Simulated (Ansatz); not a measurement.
Molecular dynamics of AlClH$_{2}$

Input file:

```yaml
crystal:
  periodic: [false, false, false]
  atoms:
    - { symbol: Al, position_ang: [0.230039, -3.0e-06, -0.649476] }
    - { symbol: Cl, position_ang: [1.33899, 3.0e-06, 1.827958] }
    - { symbol: H, position_ang: [1.718175, -3.0e-06, 0.254507] }
    - { symbol: H, position_ang: [-1.340202, 2.0e-06, -0.308789] }
basis:
  gaussian: { orbitals: def2-mTZVP }
hamiltonian:
  xc: b3lyp
  dispersion: d4
md:
  timestep: 0.5
  n_steps: 200
  ensemble: nve
  temperature: 100.0
  initial_velocities: maxwell_boltzmann
  seed: 9573
```

Command:

```bash
$ ansatz run input.yaml --threads 1 --pin off --max-ram 2048MiB --backend cpu --events-out ev --progress --plain --runs-dir out
```

It starts at the highest image of a converged band. Of that band: Neighbouring images differ by up to 1.4 eV, so the band resolves the path poorly. A vibrational analysis at the climbing image gives one clearly imaginary mode, 783i cm⁻¹: a first-order saddle point.

Output, in part (step lines, the closing report, with atoms numbered from 0):

```
md step     0: t =     0.00 fs  T =   100.0 K  F+E_penalty+E_count = -19151.92188434 eV  E_kin = 0.025852 eV  conserved = -19151.89603234 eV  (25 SCF iters)
md step     1: t =     0.50 fs  T =    98.9 K  F+E_penalty+E_count = -19151.92160729 eV  E_kin = 0.025576 eV  conserved = -19151.89603110 eV  (22 SCF iters)
md step     2: t =     1.00 fs  T =    95.3 K  F+E_penalty+E_count = -19151.92067511 eV  E_kin = 0.024649 eV  conserved = -19151.89602631 eV  (21 SCF iters)
md step     3: t =     1.50 fs  T =    89.5 K  F+E_penalty+E_count = -19151.91916480 eV  E_kin = 0.023146 eV  conserved = -19151.89601837 eV  (22 SCF iters)
md step     4: t =     2.00 fs  T =    82.0 K  F+E_penalty+E_count = -19151.91720332 eV  E_kin = 0.021195 eV  conserved = -19151.89600799 eV  (22 SCF iters)
md step     5: t =     2.50 fs  T =    73.3 K  F+E_penalty+E_count = -19151.91495616 eV  E_kin = 0.018960 eV  conserved = -19151.89599615 eV  (22 SCF iters)
md step     6: t =     3.00 fs  T =    64.3 K  F+E_penalty+E_count = -19151.91261184 eV  E_kin = 0.016628 eV  conserved = -19151.89598397 eV  (22 SCF iters)
md step     7: t =     3.50 fs  T =    55.7 K  F+E_penalty+E_count = -19151.91036391 eV  E_kin = 0.014391 eV  conserved = -19151.89597263 eV  (21 SCF iters)
[... lines left out ...]
Total energy: -19153.26151043 eV, -703.8693779612 hartree
Atom 0 at     0.223893     0.010788    -0.537068 Å, force     1.241413    -0.223098     0.351995 eV/Å
Atom 1 at     1.343750    -0.006917     1.819774 Å, force    -1.609316    -0.034935    -2.117349 eV/Å
Atom 2 at     1.695463     0.226810    -1.301690 Å, force    -1.194895    -0.077721     0.250140 eV/Å
Atom 3 at    -1.320385    -0.272269    -1.473645 Å, force     1.562798     0.335754     1.515214 eV/Å
Dipole moment:    -0.507242     0.022063    -0.637447 e Å
```

The steps, from the saved trajectory:

```json
{"time (fs)": "0", "T (K)": "100", "potential energy less start (eV)": "0.000", "conserved less start (meV/atom)": "0.00"}
{"time (fs)": "3", "T (K)": "64", "potential energy less start (eV)": "0.009", "conserved less start (meV/atom)": "0.01"}
{"time (fs)": "6", "T (K)": "37", "potential energy less start (eV)": "0.016", "conserved less start (meV/atom)": "0.02"}
{"time (fs)": "9", "T (K)": "76", "potential energy less start (eV)": "0.006", "conserved less start (meV/atom)": "0.01"}
{"time (fs)": "12", "T (K)": "129", "potential energy less start (eV)": "-0.007", "conserved less start (meV/atom)": "0.01"}
{"time (fs)": "15", "T (K)": "200", "potential energy less start (eV)": "-0.026", "conserved less start (meV/atom)": "0.02"}
{"time (fs)": "18", "T (K)": "422", "potential energy less start (eV)": "-0.083", "conserved less start (meV/atom)": "0.06"}
{"time (fs)": "21", "T (K)": "1079", "potential energy less start (eV)": "-0.253", "conserved less start (meV/atom)": "0.09"}
{"time (fs)": "24", "T (K)": "2477", "potential energy less start (eV)": "-0.614", "conserved less start (meV/atom)": "0.09"}
{"time (fs)": "27", "T (K)": "4710", "potential energy less start (eV)": "-1.192", "conserved less start (meV/atom)": "-0.06"}
{"time (fs)": "30", "T (K)": "7040", "potential energy less start (eV)": "-1.795", "conserved less start (meV/atom)": "-0.27"}
{"time (fs)": "33", "T (K)": "8285", "potential energy less start (eV)": "-2.117", "conserved less start (meV/atom)": "-0.34"}
{"time (fs)": "36", "T (K)": "8072", "potential energy less start (eV)": "-2.062", "conserved less start (meV/atom)": "-0.30"}
{"time (fs)": "39", "T (K)": "6794", "potential energy less start (eV)": "-1.731", "conserved less start (meV/atom)": "-0.19"}
{"time (fs)": "42", "T (K)": "5442", "potential energy less start (eV)": "-1.381", "conserved less start (meV/atom)": "0.01"}
{"time (fs)": "45", "T (K)": "5580", "potential energy less start (eV)": "-1.417", "conserved less start (meV/atom)": "0.01"}
{"time (fs)": "48", "T (K)": "6965", "potential energy less start (eV)": "-1.776", "conserved less start (meV/atom)": "-0.44"}
{"time (fs)": "51", "T (K)": "7261", "potential energy less start (eV)": "-1.852", "conserved less start (meV/atom)": "-0.19"}
{"time (fs)": "54", "T (K)": "7046", "potential energy less start (eV)": "-1.798", "conserved less start (meV/atom)": "-0.64"}
{"time (fs)": "57", "T (K)": "4508", "potential energy less start (eV)": "-1.140", "conserved less start (meV/atom)": "-0.15"}
{"time (fs)": "60", "T (K)": "2590", "potential energy less start (eV)": "-0.643", "conserved less start (meV/atom)": "0.15"}
{"time (fs)": "63", "T (K)": "3836", "potential energy less start (eV)": "-0.966", "conserved less start (meV/atom)": "0.05"}
{"time (fs)": "66", "T (K)": "7497", "potential energy less start (eV)": "-1.914", "conserved less start (meV/atom)": "-0.48"}
{"time (fs)": "69", "T (K)": "9271", "potential energy less start (eV)": "-2.373", "conserved less start (meV/atom)": "-0.56"}
{"time (fs)": "72", "T (K)": "8743", "potential energy less start (eV)": "-2.236", "conserved less start (meV/atom)": "-0.28"}
{"time (fs)": "75", "T (K)": "7925", "potential energy less start (eV)": "-2.024", "conserved less start (meV/atom)": "-0.24"}
{"time (fs)": "78", "T (K)": "6854", "potential energy less start (eV)": "-1.746", "conserved less start (meV/atom)": "-0.04"}
{"time (fs)": "81", "T (K)": "6702", "potential energy less start (eV)": "-1.708", "conserved less start (meV/atom)": "-0.26"}
{"time (fs)": "84", "T (K)": "5656", "potential energy less start (eV)": "-1.439", "conserved less start (meV/atom)": "-0.67"}
{"time (fs)": "87", "T (K)": "1915", "potential energy less start (eV)": "-0.468", "conserved less start (meV/atom)": "0.32"}
{"time (fs)": "90", "T (K)": "1468", "potential energy less start (eV)": "-0.354", "conserved less start (meV/atom)": "-0.09"}
{"time (fs)": "93", "T (K)": "2748", "potential energy less start (eV)": "-0.686", "conserved less start (meV/atom)": "-0.27"}
{"time (fs)": "96", "T (K)": "3421", "potential energy less start (eV)": "-0.859", "conserved less start (meV/atom)": "-0.07"}
{"time (fs)": "99", "T (K)": "4710", "potential energy less start (eV)": "-1.192", "conserved less start (meV/atom)": "-0.12"}
```

All steps were run. The conserved energy stayed within 0.83 meV per atom of its start (net change -0.22 meV per atom), so the integration is sound. The kinetic energy rose, since the run started high on the potential surface and went downhill. A run of 0.1 ps of so small a system gives no equilibrium averages. The orbitals stay closed-shell, which can raise the energy where a bond breaks towards radicals; this wasn't checked here.

Between its relaxed ends the band would form Cl2–H3 and break Al1–Cl2, Al1–H3. These pairs go: Cl2–H3 1.62 → 3.15 Å, Al1–Cl2 2.71 → 2.61 Å, Al1–H3 1.74 → 1.67 Å. In the last frame they stand as before the step (other bonds may differ from the relaxed reactants and products). It ends as one piece, AlClH2. Pairs count as bonded within 1.25 times the sum of covalent radii (0.12 Å more for H–H).

Last frame:

```xyz
4
Properties=species:S:1:pos:R:3
Al 0.224 0.011 -0.537
Cl 1.344 -0.007 1.820
H 1.696 0.227 -1.302
H -1.320 -0.272 -1.474
```

The run took 93 s on 1 thread of Intel(R) Xeon(R) 6975P-C (Granite Rapids), on a shared host, peak memory 0.11 GiB.
